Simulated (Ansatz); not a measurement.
**Worked example: the interaction energy**

The pair of OH⁻ (SMILES [OH-], atoms 1–2) and SiH$_{3}$F (SMILES [SiH3]F, atoms 3–7), both closed shells, in one local arrangement (a lower one may exist), relaxed at PBE0-D4/def2-TZVPD:

O1  (-0.138, 0.101, -1.402)
H2  (0.678, 0.570, -1.596)
Si3  (-0.165, -0.126, 0.291)
F4  (1.393, 0.712, 0.363)
H5  (-1.540, -0.856, 0.149)
H6  (-0.724, 0.921, 1.239)
H7  (0.495, -1.321, 0.957)
(Å)

Both fragments are computed in the basis of the whole pair.

Computed with Ansatz 0.2.0 (basis: def2-TZVPPD and def2-QZVPPD); correlated methods freeze the cores.

Energies in eV:

| quantity | pair | first fragment | second fragment |
| --- | --- | --- | --- |
| Hartree–Fock, triple zeta (X = 3) | -12673.33074 | -2052.15864 | -10615.51237 |
| Hartree–Fock, quadruple zeta (X = 4) | -12673.78869 | -2052.23269 | -10615.86702 |
| MP2 correlation, X = 3 | -18.23049 | -7.79429 | -10.90391 |
| MP2 correlation, X = 4 | -19.68184 | -8.31554 | -11.76752 |
| CCSD(T) correlation, X = 3 | -19.39817 | -7.99375 | -11.84817 |

(1) Work out the interaction energy at the basis limit: extrapolate Hartree–Fock as E(X) = E∞ + A exp(−7.88 √X) and the MP2 correlation as E(X) = E∞ + B X^−2.97 (the exponents that Neese and Valeev fitted for def2-TZVPP and QZVPP, reused here for the diffuse sets), then add CCSD(T) − MP2 in triple zeta.

The T1 diagnostic stays at or below 0.026.

## Answers

(1) Each step is linear, so take the differences first (pair − first fragment − second fragment): Hartree–Fock -5.65973 (X = 3) and -5.68898 (X = 4); MP2 correlation 0.46771 and 0.40122; CCSD(T) correlation 0.44375.
Two points give E∞ = E(4) + w [E(4) − E(3)], with w = 1/(exp(7.88 (2 − √3)) − 1) = 0.1377 for Hartree–Fock and w = 1/((4/3)^2.97 − 1) = 0.7407 for the correlation.
Hartree–Fock: -5.68898 + 0.1377 × (-0.02925) = -5.6930 eV.
MP2 correlation: 0.40122 + 0.7407 × (-0.06649) = 0.3520 eV.
CCSD(T) − MP2: 0.44375 − 0.46771 = -0.0240 eV.
Sum: -5.6930 + 0.3520 + (-0.0240) = -5.3650 eV, or -123.72 kcal/mol. Plain CCSD(T) in triple zeta gives -5.2160 eV, so the larger basis shifts the result by -0.1490 eV.

For scale, one of the runs: CCSD(T)/def2-TZVPPD, 196 basis functions (an equivalent command: `ansatz run in.yaml --threads 2`). The run took 50 s on 2 CPU threads (shared host), with 2.3 GiB of host memory at its peak.
